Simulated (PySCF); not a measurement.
Molecule: `COC`, C2H6O.

Atoms are numbered as in `[CH3:1][O:2][CH3:3]` (H(Xn): hydrogen on atom n).

Spin–spin couplings on one PBE0-D3(BJ)/def2-SVP geometry, PySCF, gas phase, non-relativistic, equivalent pairs averaged; isotopes $^{13}$C, $^{1}$H; functional B3LYP.

Reference values (Hz): $^{1}J$(C1,H(C1)) = 140.0 (measured; liquid or solution (compiled); San Fabian, Garcia de la Vega, Suardiaz et al., Magn. Reson. Chem. 2013, 51, 775 (SI)).

Question: How do the couplings (Hz) change with the basis set? Times are CPU seconds on shared hosts with different chips, so compare them loosely. Far from the basis limit: 6-31G*, pcJ-0, 6-31G-J, def2-TZVP, cc-pVTZ.

Answer: 
```
    basis set  functions  $^{1}J$(C1,H(C1))  abs. error  core-s
       6-31G*         54              148.5         8.5     3.3
        pcJ-0         57              120.8        19.2     2.9
      6-31G-J         60              149.0         9.0     3.4
    def2-TZVP        129              136.8         3.2       8
        pcJ-1        141              144.5         4.5      17
      cc-pVTZ        174              128.9        11.1      11
aug-cc-pVTZ-J        258              146.5         6.5      18
        pcJ-2        297              144.8         4.8      26
```

Errors compare magnitudes, without vibrational corrections. Closest: def2-TZVP; furthest: pcJ-0.

The Fermi-contact term samples the wavefunction at the nucleus, which is why sets with added tight s functions (names with J) are made for couplings. Agreement of an ordinary basis with the reference is then largely a cancellation of errors.
